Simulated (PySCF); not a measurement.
# The first ionisation energy along group 16

All values are computed (PySCF 2.14, energy differences of UHF-based or UKS calculations, no spin-orbit coupling). Values in eV. The last column holds reference values (NIST; (s) semi-empirical, (t) theoretical, else measured). Unmarked ones compare directly (S terms, centres of terms, or small fine structure); those marked * lie between the lowest fine-structure levels and include a spin-orbit shift.

```csv
element,configurations,UHF,MP2 (valence),SCS-MP2 (valence),CCSD (valence),CCSD(T) (valence),r2SCAN,reference
"O (6-31G*, non-relativistic)",[He] 2s2 2p4 → [He] 2s2 2p3,12.030,12.965,12.965,12.973,12.981,13.630,13.608
"S (6-31G*, non-relativistic)",[Ne] 3s2 3p4 → [Ne] 3s2 3p3,9.148,9.475,9.503,9.475,9.487,10.309,10.336
"Se (6-31G*, non-relativistic)",[Ar] 3d10 4s2 4p4 → [Ar] 3d10 4s2 4p3,8.519,8.885,8.902,8.904,8.915,9.640,9.635
```

Question: Which of these methods has the smallest mean absolute error against the measured values here?

Answer: r2SCAN, with 0.018 eV.

| method | elements | mean error (eV) | mean absolute error (eV) | largest error (eV) |
| --- | --- | --- | --- | --- |
| UHF | 3 | -1.294 | 1.294 | -1.578 |
| MP2 (valence) | 3 | -0.752 | 0.752 | -0.860 |
| SCS-MP2 (valence) | 3 | -0.736 | 0.736 | -0.833 |
| CCSD (valence) | 3 | -0.742 | 0.742 | -0.861 |
| CCSD(T) (valence) | 3 | -0.732 | 0.732 | -0.848 |
| r2SCAN | 3 | 0.000 | 0.018 | -0.027 |

Errors include the incompleteness of the basis and the frozen core.

"Valence" correlates the outer s and p shells and, in groups 3 to 12 and the f block, the outer d or f shell, open or full, or the next shell where the ion has no valence electron left; the wider scheme adds the next inner shell.
